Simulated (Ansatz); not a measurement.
**How methods differ on CH2P2 (SMILES P#CP)**

CH2P2 has 5 atoms, charge 0, and is taken as a singlet. SMILES: `P#CP`. Geometry: relaxed at GFN2-xTB.

Quantity: the electronic atomisation energy, in eV. The values are calculated. Electronic energies at fixed atoms, without zero-point motion or spin-orbit coupling.

```
         level                    kind  program  value (eV)  less FCI/STO-3G  CPU time (all runs)
     HF/STO-3G            Hartree–Fock   Ansatz       11.83            -5.43               0.23 s
   BLYP/STO-3G                     GGA   Ansatz       20.91            +3.65                2.2 s
 revPBE/STO-3G                     GGA   Ansatz       20.63            +3.37                2.2 s
r2SCAN0/STO-3G         hybrid meta-GGA   Ansatz       19.06            +1.80                5.4 s
wB97M-V/STO-3G  range-separated hybrid   Ansatz       20.79            +3.53                 27 s
  wB97X/STO-3G  range-separated hybrid   Ansatz       19.48            +2.22                9.1 s
CCSD(T)/STO-3G   coupled cluster or CI   Ansatz       17.17            -0.09               0.37 s
    FCI/STO-3G      exact in the basis   Ansatz       17.26             0.00                 54 s
```

FCI/STO-3G is exact within its basis and frozen core, so for wave-function methods in that basis the difference is their error; functionals converge differently with the basis, so for them it is only a difference. The values span 11.83 to 20.91 eV. All rows use very small basis sets, so none should be taken for the real molecule's value. Times are those of the runs behind each value, whatever else they computed, on shared processors of several kinds: orders of magnitude only.
